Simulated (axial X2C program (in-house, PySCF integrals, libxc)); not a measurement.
**PN: properties at the nuclei**

Calculated with an axial X2C code built on PySCF integrals: two-component X2C with atomic mean-field Coulomb and Gaunt terms, Gaussian nuclei, basis P dyall-v3z, N dyall-av3z with contracted cores.

R = 1.486 Å (near the PBE0 minimum at charge 0 of the determinant lowest at the starting distance; the state shown can have its own minimum elsewhere).

Determinant lowest in the PBE0 search, Ω = 0 (closed shell), highest spinor 55% N p, 23% P p, 13% N s:

| level | qzz P (a.u.) | qzz N (a.u.) | μ (D) |
| --- | --- | --- | --- |
| PBE0 | -1.92 | -1.18 | -2.84 |
| HF | -2.14 | -1.40 | -3.24 |
| PBE50 | -2.00 | -1.24 | -2.98 |
| r2SCAN | -1.88 | -1.18 | -2.73 |
| TPSSh | -1.83 | -1.18 | -2.71 |

qzz is the electric field gradient, eQq0 = 234.96 MHz × Q/barn × qzz; μ is positive if the N end (last atom) is positive. The operators were transformed with the bare-nucleus X2C matrices; with these basis sets, hyperfine constants and field gradients can be off by tens of per cent, and where levels differ in sign neither size nor sign is settled.

Q: With Q(14N) = 0.02044 barn (Q from Pyykkö, Mol. Phys. 2018), turn the PBE0 values of the first state into constants in MHz.

A: eQq0(14N) = 234.96 × (0.02044) × (-1.18) = -5.67 MHz.

Each state is one determinant with collinear spin. The search compared states at one distance, so a state with another bond length can lie lower.
